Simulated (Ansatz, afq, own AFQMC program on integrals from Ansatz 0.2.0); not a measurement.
BNH⁺, quintet in cc-pVDZ, levels against CCSDTQ

```xyz
3

B     0.0000   -0.1852    0.7730
N     0.0000    0.0874   -0.7050
H     0.0000    0.7718    1.5065
```

Connectivity, by distances: BH–N.

Basis cc-pVDZ. Noble-gas cores (and the filled d shells of Ga–Kr and In–Xe) are frozen. Ansatz 0.2.0 and our own AFQMC program on the same integrals; the CISD trial comes from CCSD amplitudes, and released means the phaseless constraint is let go. Free AFQMC starts from the CCSD state and is never constrained. Its projection time is finite, and what remains of the start isn't in its error. Error bars are statistical, one sigma.

Determinant: UHF, the one that the program's search chose, which needn't be the lowest solution. The geometry is a PBE0/def2-TZVP stationary point of this or a neighbouring charge and spin state.

No full CI on the walks' own integrals is used here; CCSDTQ serves as the reference and is uncertain by about the last step of the cluster series.

Cautions: another spin lies lower (by 3.15 eV); the ph-AFQMC/HF walk drifts between its halves (2.2 errors).

* T1 diagnostic: 0.0343
* weight of the determinant in the CISD state: 0.917
* ⟨S²⟩ of the determinant: 6.006
* size of the correlated space: 8 electrons in 31 orbitals

Reference: CCSDTQ, correlation energy -3.935 eV. The released energy is read at 2.40 1/Eh (meV from the phaseless value at times in 1/Eh: -3.7 ± 1.8 at 0.24, -5.5 ± 1.1 at 0.51, -7.5 ± 1.2 at 0.99, -12.1 ± 1.9 at 1.62, -12.4 ± 1.8 at 2.40).

```json
{"level": "HF", "E − E(reference) (kJ/mol)": "379.6", "share of correlation (%)": "0.00"}
{"level": "MP2", "E − E(reference) (kJ/mol)": "90.6", "share of correlation (%)": "76.13"}
{"level": "CCSD", "E − E(reference) (kJ/mol)": "10.7", "share of correlation (%)": "97.18"}
{"level": "CCSD(T)", "E − E(reference) (kJ/mol)": "2.9", "share of correlation (%)": "99.25"}
{"level": "CCSDT", "E − E(reference) (kJ/mol)": "0.3", "share of correlation (%)": "99.91"}
{"level": "CCSDT(Q)", "E − E(reference) (kJ/mol)": "0.0", "share of correlation (%)": "99.99"}
{"level": "ph-AFQMC/HF", "E − E(reference) (kJ/mol)": "-4.2 ± 1.5", "share of correlation (%)": "101.11"}
{"level": "ph-AFQMC/CISD", "E − E(reference) (kJ/mol)": "0.7 ± 0.2", "share of correlation (%)": "99.82"}
{"level": "released AFQMC", "E − E(reference) (kJ/mol)": "-0.5 ± 0.2", "share of correlation (%)": "100.14"}
{"level": "free AFQMC", "E − E(reference) (kJ/mol)": "-0.1 ± 0.2", "share of correlation (%)": "100.03"}
```

CCSDT and higher add their correlation energy to the determinant of the CCSD(T) run, since their own runs factorise the integrals more tightly (a shift of under 2 meV). Free projections are given only where their last times agree within the noise and don't stop above the reference; a slow remainder of the start can still hide under it. A walk keeps the symmetry of its determinant, which the program's search chose and which needn't be the lowest solution, so a lower state of the same spin and another symmetry isn't excluded. Released energies are given only where the last usable release times agree within the noise; a slower fall can still hide under it.
